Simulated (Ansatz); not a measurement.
# SiO, singlet: reading a ladder of total energies

Geometry: MP2(full)/6-31G*, from the G2/97 set.

```tsv
atom	x (Å)	y (Å)	z (Å)
Si	0.0000	0.0000	0.0000
O	0.0000	0.0000	1.5423
```

Basis cc-pV(D+d)Z; Ansatz 0.2.0. Only valence electrons are correlated (noble-gas cores frozen), which leaves 10 electrons in 31 orbitals. R marks a restricted (for open shells ROHF) determinant.

Full CI isn't at hand for all of this; RCCSDTQ serves as the reference, and is uncertain by about the last step of the cluster series.

Runs differ by some tens of microhartree through their thresholds, so steps under 0.03 kcal/mol mean nothing.

```
    level  total energy (hartree)
      RHF             -363.797606
     RMP2             -364.073909
    RCCSD             -364.079419
 RCCSD(T)             -364.091664
   RCCSDT             -364.092355
RCCSDT(Q)             -364.094197
  RCCSDTQ             -364.093772
```

Question: What is the correlation energy at RCCSDTQ, and what share of it do RMP2 and RCCSD recover?

Answer: E(corr) = -364.093772 − (-363.797606) = -0.296166 hartree = -8.059 eV. RMP2: -0.276303 / -0.296166 = 93.29 %. RCCSD: -0.281813 / -0.296166 = 95.15 %.

Question: By how many kcal/mol does RCCSD(T) miss RCCSDTQ (1 hartree = 627.509 kcal/mol), and which steps make up the rest?

Answer: -364.091664 − (-364.093772) = 0.002108 hartree = 1.32 kcal/mol. Steps: RCCSDT − RCCSD(T) = -0.43, RCCSDT(Q) − RCCSDT = -1.16, RCCSDTQ − RCCSDT(Q) = 0.27 kcal/mol. Differences between like states or geometries often cancel part of this.
